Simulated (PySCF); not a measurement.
# Propionyl Chloride: calculation and literature

Molfile (atoms numbered from 1):
```
C3H5ClO
     RDKit          3D

 10  9  0  0  0  0  0  0  0  0999 V2000
   -1.1689   -0.3941   -0.0653 C   0  0  0  0  0  0  0  0  0  0  0  0
    0.0381    0.5348   -0.1233 C   0  0  0  0  0  0  0  0  0  0  0  0
    1.2998   -0.1848    0.2155 C   0  0  0  0  0  0  0  0  0  0  0  0
    1.4571   -1.3194    0.5067 O   0  0  0  0  0  0  0  0  0  0  0  0
    2.7046    0.9078    0.1400 Cl  0  0  0  0  0  0  0  0  0  0  0  0
   -2.0723    0.1523   -0.3214 H   0  0  0  0  0  0  0  0  0  0  0  0
   -1.2804   -0.8088    0.9330 H   0  0  0  0  0  0  0  0  0  0  0  0
   -1.0466   -1.2184   -0.7628 H   0  0  0  0  0  0  0  0  0  0  0  0
   -0.0754    1.3676    0.5747 H   0  0  0  0  0  0  0  0  0  0  0  0
    0.1530    0.9679   -1.1197 H   0  0  0  0  0  0  0  0  0  0  0  0
  1  2  1  0
  2  3  1  0
  3  4  2  0
  3  5  1  0
  1  6  1  0
  1  7  1  0
  1  8  1  0
  2  9  1  0
  2 10  1  0
M  END
```

Theory: coordinates at the GFN2-xTB level, shieldings: GIAO PBE0/pcSseg-1, in PySCF 2.14 (in vacuum, relativity neglected, rapidly exchanging positions averaged, one computed conformer).

Reference values: measured (liquid, neat, 295 K; 17O NMR survey of organic solvents and oxofluorinated compounds, PMC5915748).
| atoms | quantity | reference | computed | computed, scaled |
| --- | --- | --- | --- | --- |
| O4 | δ 17O vs D2O (external) | 501.4 | – | 497.1 |

Reference values: measured (solution, not stated per compound (mostly CDCl3 or CCl4); Pretsch, Buehlmann, Badertscher, Structure Determination of Organic Compounds, 4th ed. (2009)).
| atoms | quantity | reference | computed | computed, scaled |
| --- | --- | --- | --- | --- |
| C2 | δ 13C | 41.0 | 43.6 | 40.3 |
| C1 | δ 13C | 9.3 | 11.5 | 9.0 |
| H9/H10 | δ 1H | 2.93 | 2.91 | 2.83 |
| H6/H7/H8 | δ 1H | 1.24 | 1.14 | 1.16 |

Computed shifts are σ(ref) − σ with the named reference compound (TMS for H and C) calculated as an isolated molecule at the same level. The measured values may be among those fitted. Scaled to experiment by linear calibration (H and C: mostly CDCl3 data, vs TMS): 13C (scatter 2.1 ppm rms, 2.3 ppm with the 13 outliers that the fit left out, with a fitted term for attached Cl); 1H (scatter 0.17 ppm rms, 0.18 ppm with the 4 outliers that the fit left out); 17O (scatter 10.7 ppm rms, 12.2 ppm with the 3 outliers that the fit left out vs liquid water, solution or neat liquid). Occasional misses reach two or three times the rms, and more in compound classes unlike the fitted ones.

**Question.** How far are the unscaled 13C shifts from the references?

**Answer.** Mean signed difference +2.40 ppm, mean absolute 2.40 ppm over 2 comparisons; the largest is +2.6 ppm at C2 (sp3 CH2 α to a carbonyl).

**Question.** How far are the unscaled 1H shifts from the references?

**Answer.** Mean signed difference -0.06 ppm, mean absolute 0.06 ppm over 2 comparisons; the largest is -0.10 ppm at H6/H7/H8 (hydrogen on a methyl carbon).
